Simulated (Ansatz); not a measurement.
Results of r²SCAN+SOC (plane waves, PAW; Ansatz, a first-principles code) for 1T (CdI2-type) PtSe₂.

Numerical settings: plane-wave cutoff 560 eV, 12×12×8 k mesh (along the axes of the cell as run), Fermi–Dirac smearing 0.01 eV, PAW data made under PBE.

The cell is scaled about its equilibrium volume:

Shape and atoms are relaxed at each volume.

| V (Å³/atom) | P (GPa) | direct gap at Γ (eV) | smallest gap on the k mesh (eV) | c (Å) |
|---|---|---|---|---|
| 22.364 | 0.55 | 2.007 | 0.396 | 5.605 |
| 22.830 | 0.25 | 2.196 | 0.530 | 5.726 |
| 23.296 | 0.00 | 2.360 | 0.639 | 5.845 |
| 23.762 | -0.18 | 2.506 | 0.727 | 5.964 |
| 24.228 | -0.32 | 2.633 | 0.806 | 6.082 |

The fundamental gap (0.63 eV at the equilibrium volume, with added k points) lies elsewhere than Γ–Γ.

Measured, for comparison: band gap 0 eV (temperature not stated, not corrected to a static lattice, semimetal, ARPES; as tabulated in Two-dimensional noble-metal chalcogenides and phosphochalcogenides, Angew. …).

Note: for a layered or molecular solid the relaxed cell lies over 5 % above the published volume, where the minimum can be shallow; the cell comes from a level without a dispersion term, which matters for the spacing of layers, chains or molecules; the bulk modulus comes from volumes at which shape and atoms were relaxed.
